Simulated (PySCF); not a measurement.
Species: thioformaldehyde, CH2S.
Numbering: `[CH2:1]=[S:2]` (hydrogens: H3, H4 on C1)

A GFN2-xTB structure was refined with PBE/6-31+G* geometry optimisation, gas phase in PySCF 2.14.0. Its GFN2-xTB values:

```json
{"coordinate": "C1=S2", "GFN2-xTB": "1.605 Å"}
{"coordinate": "C1–H3", "GFN2-xTB": "1.082 Å"}
{"coordinate": "S2–C1–H3", "GFN2-xTB": "121.6°"}
{"coordinate": "H3–C1–H4", "GFN2-xTB": "116.8°"}
```

How do these coordinates change at the PBE/6-31+G* level?

```tsv
coordinate	PBE/6-31+G* (Å or °)	change
C1=S2	1.627	+0.022
C1–H3	1.102	+0.020
H3–C1–H4	115.4	-1.4
S2–C1–H3	122.3	+0.7
```

The energy falls by 0.026 eV over 3 energy and gradient evaluations, the largest force component goes from 0.0201 to 4.2e-04 Eh/bohr, and the atoms move by 0.019 Å rms after alignment. The bond that changes most is C1=S2 (thiocarbonyl carbon to thiocarbonyl sulfur), which lengthens by 0.022 Å. Bonds longer at the end by more than 0.005 Å: 3 of 3; shorter: 0. Rotational constants go from 294969, 17870, 16849 to 288800, 17343, 16360 MHz.

The run used 44 basis functions and 19 SCF cycles in all.

Not checked by PBE/6-31+G* frequencies.
